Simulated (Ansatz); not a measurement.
Species, as SMILES: [H][H] (H2).
Atoms: H1, H2. Bonds: H1-H2.

Basis-set convergence of the highest harmonic wavenumber at PBE with Ansatz (an electronic-structure program). Each level at its own minimum, finite differences of forces, unscaled; the reference is a large set that could be run, not a limit. All functions are spherical. The program fits the integrals of some runs and decomposes those of others, by size. No added dispersion term, no relativity. Reference: the value in aug-cc-pV5Z, 4312 cm⁻¹. Deviations are taken from unrounded values.

```
basis        functions  highest harmonic wavenumber (cm⁻¹)
-----------  ---------  ----------------------------------
cc-pVDZ             10                                4276
aug-cc-pVDZ         18                                4264
def2-SVP            10                                4277
def2-SVPD           16                                4275
pcseg-1             10                                4308
aug-pcseg-1         18                                4304
def2-TZVP           12                                4321
def2-TZVPD          18                                4321
def2-TZVPP          28                                4316
def2-TZVPPD         34                                4316
pcseg-2             28                                4316
aug-pcseg-2         46                                4317
cc-pVQZ             60                                4312
aug-cc-pVQZ         92                                4312
def2-QZVPP          60                                4312
def2-QZVPPD         66                                4313
pcseg-3             66                                4312
aug-pcseg-3         98                                4312
cc-pV5Z            110                                4312
aug-cc-pV5Z        160                                4312
```

What the diffuse functions change, pair by pair:
- cc-pVDZ to aug-cc-pVDZ: 8 more functions, deviation -36 to -48 cm⁻¹
- def2-SVP to def2-SVPD: 6 more functions, deviation -35 to -37 cm⁻¹
- pcseg-1 to aug-pcseg-1: 8 more functions, deviation -5 to -8 cm⁻¹
- def2-TZVP to def2-TZVPD: 6 more functions, deviation 9 to 9 cm⁻¹
- def2-TZVPP to def2-TZVPPD: 6 more functions, deviation 4 to 4 cm⁻¹
- pcseg-2 to aug-pcseg-2: 18 more functions, deviation 4 to 5 cm⁻¹
- cc-pVQZ to aug-cc-pVQZ: 32 more functions, deviation 0 to 0 cm⁻¹
- def2-QZVPP to def2-QZVPPD: 6 more functions, deviation 0 to 1 cm⁻¹
- pcseg-3 to aug-pcseg-3: 32 more functions, deviation 0 to 0 cm⁻¹
- cc-pV5Z to aug-cc-pV5Z: 50 more functions, deviation 0 to 0 cm⁻¹

Leaving out the reference's own pair, they bring the value nearer the reference by more than 1 cm⁻¹ in 0 of 9 pairs.
